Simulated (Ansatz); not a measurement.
**SiH₅SN (built from SMILES N[SiH2]S): a barrier at many levels of theory**

Aim: the barrier and energy of one elementary step (N2–H4 formed, Si1–N2 loosened, S3–H4 broken) from LDA up to coupled cluster, on fixed structures, to see where each rung fails.

Computed with Ansatz 0.2.0, Gaussian basis. Level: single points in def2-TZVPP on PBE0-D4/def2-TZVP structures.

Levels: SPW92, PBE-D4, BLYP-D4, r2SCAN-D4, B97M-V, PBE0-D4, B3LYP-D4, r2SCAN0-D4, BHLYP-D4, CAM-B3LYP-D4, wB97X-V, wB97M-V, B2PLYP, PBE-QIDH, RPA on PBE, Hartree-Fock, MP2, CCSD, CCSD(T). The reference is CCSD(T) at the basis limit, from triple and quadruple zeta. Zero-point energies come from PBE0-D4 vibrations.

Correlated methods freeze the cores. B3LYP uses VWN-RPA correlation. B2PLYP carries no dispersion term here.

**1. The three structures**

Charge 0, multiplicity 1. The folders r, ts and p hold the start, the saddle and the end; their coordinates stand in the first inputs.

```csv
pair,r (Å),ts (Å),p (Å)
N2–H4,3.439,1.340,1.017
Si1–N2,1.710,1.834,1.962
S3–H4,1.344,1.676,3.201
```

**2. wB97M-V/def2-TZVPP**

r/in.yaml

```yaml
crystal:
  periodic: [false, false, false]
  atoms:
    - {symbol: Si, position_ang: [-0.579802, -0.238266, -0.107493]}
    - {symbol: N, position_ang: [0.074879, 1.031644, 0.832112]}
    - {symbol: S, position_ang: [0.573395, -0.942216, -1.777103]}
    - {symbol: H, position_ang: [1.572362, -1.441712, -1.030065]}
    - {symbol: H, position_ang: [-1.824225, 0.215120, -0.771847]}
    - {symbol: H, position_ang: [-0.819023, -1.354882, 0.838065]}
    - {symbol: H, position_ang: [0.321077, 1.912432, 0.409284]}
    - {symbol: H, position_ang: [0.681437, 0.817880, 1.607147]}
basis:
  gaussian: {orbitals: def2-TZVPP}
hamiltonian: {xc: {name: wB97M-V}}
```

ts/in.yaml

```yaml
crystal:
  periodic: [false, false, false]
  atoms:
    - {symbol: Si, position_ang: [-0.708995, -0.490938, -0.221950]}
    - {symbol: N, position_ang: [0.561812, 0.659066, 0.430045]}
    - {symbol: S, position_ang: [0.675916, -1.335627, -1.485812]}
    - {symbol: H, position_ang: [1.188068, -0.090968, -0.487415]}
    - {symbol: H, position_ang: [-1.812989, 0.337368, -0.772955]}
    - {symbol: H, position_ang: [-1.235798, -1.266280, 0.931232]}
    - {symbol: H, position_ang: [0.467684, 1.645502, 0.216608]}
    - {symbol: H, position_ang: [0.864402, 0.541878, 1.390347]}
basis:
  gaussian: {orbitals: def2-TZVPP}
hamiltonian: {xc: {name: wB97M-V}}
```

p/in.yaml

```yaml
crystal:
  periodic: [false, false, false]
  atoms:
    - {symbol: Si, position_ang: [-0.690155, -0.640926, -0.369832]}
    - {symbol: N, position_ang: [0.605247, 0.615315, 0.399806]}
    - {symbol: S, position_ang: [0.170135, -1.325869, -2.012462]}
    - {symbol: H, position_ang: [1.468369, 0.096375, 0.544579]}
    - {symbol: H, position_ang: [-1.833417, 0.321573, -0.384456]}
    - {symbol: H, position_ang: [-0.852859, -1.457684, 0.871184]}
    - {symbol: H, position_ang: [0.797612, 1.314157, -0.314224]}
    - {symbol: H, position_ang: [0.335169, 1.077059, 1.265504]}
basis:
  gaussian: {orbitals: def2-TZVPP}
hamiltonian: {xc: {name: wB97M-V}}
```

The command line of these runs was not kept.

The runs that follow: CCSD(T)/def2-TZVPP; MP2/def2-QZVPP; Vibrations of the start structure; Vibrations of the end structure.

Q: Predict the outcome of this session. Wanted: barrier, CCSD(T)/CBS; reverse barrier, CCSD(T)/CBS; step energy, CCSD(T)/CBS; barrier with zero-point energy; step energy with zero-point energy; imaginary mode at the saddle; largest T1 diagnostic.

As calculated:

```
                          quantity         value
              barrier, CCSD(T)/CBS  120.6 kJ/mol
      reverse barrier, CCSD(T)/CBS   72.2 kJ/mol
          step energy, CCSD(T)/CBS  +48.4 kJ/mol
    barrier with zero-point energy  116.7 kJ/mol
step energy with zero-point energy  +62.3 kJ/mol
      imaginary mode at the saddle    1363i cm⁻¹
             largest T1 diagnostic         0.012
```

In words: B2PLYP is the best functional here (+0.2 kJ/mol from CCSD(T)/CBS); SPW92 is the worst (-42.5 kJ/mol). Mean unsigned error by rung: LDA 42.5, GGA 18.7, meta-GGA 11.1, hybrid 9.0, range-separated hybrid 3.8, double hybrid 2.3 kJ/mol. PBE-D4 gives a barrier 26.4 kJ/mol too low, outside chemical accuracy (1 kcal/mol, 4.2 kJ/mol). Every functional without exact exchange puts the forward barrier too low. The barrier rises with the share of exact exchange, from BLYP-D4 through B3LYP-D4 to BHLYP-D4 (-11.0, -1.0, +15.9 kJ/mol). Hartree-Fock, with no correlation, is off by +50.0 kJ/mol. Zero-point motion lowers the barrier by 4.0 kJ/mol.
